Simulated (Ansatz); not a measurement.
A barrier at the coupled-cluster level

Start structure (SiNH5, closed shell), relaxed at PBE0-D4/def2-TZVP:

```tsv
atom	x (Å)	y (Å)	z (Å)
Si1	0.0917	-0.1767	1.3481
H2	-0.1765	-1.1619	-1.0067
N3	0.2034	-0.2792	-0.6825
H4	-1.4108	0.0643	1.2055
H5	0.4255	1.3109	1.2419
H6	1.1728	-0.2324	-0.9769
H7	-0.3060	0.4750	-1.1293
```

The step: SiH₂ + NH₃ → SiNH₅ ([NH2][SiH3]); bonds formed: Si1–H2; dative contacts that become bonds: Si1–N3; bonds broken: H2–N3. Ansatz 0.2.0; basis: def2-TZVPP and def2-QZVPP; cores frozen in the correlated methods. Extrapolation: Hartree–Fock as exp(−7.88 √X), correlation as X^−2.97. Energies below are by CCSD(T) at an estimated basis limit (MP2 extrapolated from triple and quadruple zeta, plus CCSD(T) − MP2 in triple zeta).

Q: What are the electronic barrier and the energy of the step, from the start structure to the end structure? (To be estimated.)

A: Computed: Barrier 159.9 kJ/mol; step energy -155.3 kJ/mol (downhill); reverse barrier, their difference, 315.2 kJ/mol. Barrier and step energy count from the start structure, the reverse barrier from the end structure.

The saddle point: One imaginary mode of 1590i cm⁻¹.
```json
{"pair": "Si1–H2", "start (Å)": "2.57", "saddle (Å)": "1.62", "end (Å)": "1.49"}
{"pair": "Si1–N3", "start (Å)": "2.04", "saddle (Å)": "1.89", "end (Å)": "1.72"}
{"pair": "H2–N3", "start (Å)": "1.01", "saddle (Å)": "1.36", "end (Å)": "2.60"}
```

Zero-point energy (harmonic, PBE0-D4): ZPE is 141.7 kJ/mol at the start and 124.2 kJ/mol at the saddle, so the barrier goes from 159.9 to 142.4 kJ/mol.

First-order rate constant out of the start structure at 898 K by transition-state theory, with harmonic vibrational free energies alone and no tunnelling: ΔA‡ = 148.1 kJ/mol, so k = (kB T/h) exp(−ΔA‡/kB T) ≈ 10^5 s⁻¹ (an order of magnitude at best: rotation, the number of equivalent paths and anharmonicity are left out).

No T1 diagnostic of these runs exceeds 0.014. The restricted Hartree–Fock reference is unstable towards an unrestricted one at one or more of these structures.

Losses and insertions of silylenes and their heavier kin drive the gas-phase chemistry of silicon and germanium vapour deposition.

Labels in which every atom is bracketed show which atoms are joined, not bond orders.

For scale, one of the runs: CCSD(T)/def2-TZVPP, 143 basis functions, launched by `ansatz run in.yaml --threads 2 --pin off --events-out ev --progress --plain --max-ram 4352MiB`. Hardware: 2 CPU threads of an Arm Neoverse V2, shared host. Wall time 7 s; peak host memory 0.79 GiB.
